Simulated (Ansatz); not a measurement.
fcc Pd

Calculation: PBEsol-D3(BJ) (plane waves, PAW; Ansatz, an electronic-structure program).

Settings: plane-wave cutoff 520 eV, 24×24×24 k mesh, Fermi–Dirac smearing 0.05 eV, scalar-relativistic PAW data made under PBE.

Cell (relaxed at this level):

```xyz
1
Lattice="0.0000 1.9162 1.9162 1.9162 0.0000 1.9162 1.9162 1.9162 0.0000" Properties=species:S:1:pos:R:3 pbc="T T T"
Pd     0.0000     0.0000     0.0000
```

| Item | Value |
|---|---|
| bulk modulus | 229 GPa |
| band gap | zero (no gap) |
| pressure derivative B′ of the bulk modulus | 5.4 |

Measured, for comparison: bulk modulus 195 GPa (zero-point energy and finite temperature contributions removed, our sources range from 187 to 198; as tabulated in doi:10.1021/acs.jctc.3c00612). Computed (rounded) less measured: bulk modulus +17 % (+16 % to +22 % over the range).

Spin–orbit coupling is not included.

Computed values are for the static lattice.

Computing time: around 40 core-seconds (rough).
